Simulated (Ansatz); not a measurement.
Two isomers of C6H10: A = `C#CC(C)(C)C`, B = `CC#CCCC`.

Isolated molecules relaxed with PBE0-D4/def2-TZVP in Ansatz; ΔE leaves out vibrations. CCSD(T)/CBS is the MP2 limit (def2-TZVPP, def2-QZVPP) plus CCSD(T) − MP2 in def2-TZVPP, frozen cores. Functionals use def2-TZVPP. B3LYP here is the variant with VWN-RPA as its local correlation; programs differ in this. One conformer a species, not always the lowest.

(1) Which isomer does CCSD(T)/CBS put lower? Give the gap. (Estimate.)

(2) Give E(B) − E(A) in kJ/mol with LDA (SPW92), CCSD/def2-TZVPP, PBE0-D4, B2PLYP, CCSD(T)/def2-TZVPP, CCSD(T)/def2-SVP, B3LYP. (An estimate is asked.)

(3) Does the order hold for the free energy at 298.15 K (harmonic terms from PBE0-D4)? (Best estimate.)

Largest T1 diagnostic: 0.010.

## Answers

(1) Computed: B, by 6.2 kJ/mol.

(2) Computed: LDA (SPW92) -19.7, CCSD/def2-TZVPP -8.0, PBE0-D4 -20.3, B2PLYP -16.6, CCSD(T)/def2-TZVPP -5.1, CCSD(T)/def2-SVP -7.3, B3LYP -26.2. None reverses the order clearly.

(3) Ansatz gave: Yes: G(B) − G(A) = -12.6 kJ/mol, for one conformer each. Modes under 60 cm⁻¹, often nearly free rotors, make the harmonic entropy too high.

The D4 term adds +8.4 kJ/mol with B3LYP and +4.4 kJ/mol with PBE0; it sums over pairs of atoms, weighted by their polarisabilities, and B3LYP, whose exchange is more repulsive, gets the larger term. In def2-TZVPP, CCSD(T) changes the Hartree–Fock value by +17.6 kJ/mol (the triples alone add +2.9 kJ/mol) and MP2 by +20.2 kJ/mol.
